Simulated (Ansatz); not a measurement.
**Ligand exchange: C5H10 + SiH2(CH3)(NH2) → C5H11N + SiH3(CH3)**

Gas-phase species: C5H10 (cyclopentane) `C1CCCC1`, singlet; SiH2(CH3)(NH2), singlet; C5H11N (cyclopentylamine) `NC1CCCC1`, singlet; SiH3(CH3) (methylsilane), singlet. The partners trade H for NH2: C–H and Si–NH2 bonds give way to C–NH2 and Si–H.

Shapes, held fixed at every level: PBE0-D4/def2-TZVP. Flexible molecules stand in one conformer, not always the lowest. Programs: Ansatz 0.2.0. Electronic energies: no zero-point or thermal term.

**Question.** Estimate ΔE of this reaction.

**Answer.** The highest level, CCSD(T)/CBS estimate, gives ΔE = +110.3 kJ/mol; the levels span +86.8 to +112.6. The column of differences is taken from that level and isn't an error. No measured value is set beside it here. The CBS estimate extrapolates MP2 from def2-TZVPP and def2-QZVPP and adds CCSD(T) − MP2 in the triple-zeta set, cores frozen.

```json
{"level": "HF/def2-SVP", "kind": "Hartree–Fock", "ΔE (kJ/mol)": "+97.5", "less CCSD(T)/CBS estimate": "-12.8"}
{"level": "SPW92/def2-TZVPP", "kind": "LDA", "ΔE (kJ/mol)": "+99.2", "less CCSD(T)/CBS estimate": "-11.1"}
{"level": "PBE-D4/def2-TZVPP", "kind": "GGA", "ΔE (kJ/mol)": "+102.5", "less CCSD(T)/CBS estimate": "-7.8"}
{"level": "BHLYP-D4/def2-TZVPP", "kind": "global hybrid", "ΔE (kJ/mol)": "+112.6", "less CCSD(T)/CBS estimate": "+2.3"}
{"level": "PBE0-D4/def2-TZVPP", "kind": "global hybrid", "ΔE (kJ/mol)": "+105.6", "less CCSD(T)/CBS estimate": "-4.7"}
{"level": "CCSD/def2-SVP", "kind": "coupled cluster or CI", "ΔE (kJ/mol)": "+86.8", "less CCSD(T)/CBS estimate": "-23.5"}
{"level": "CCSD(T)/CBS estimate", "kind": "coupled cluster or CI", "ΔE (kJ/mol)": "+110.3", "less CCSD(T)/CBS estimate": "0.0"}
```
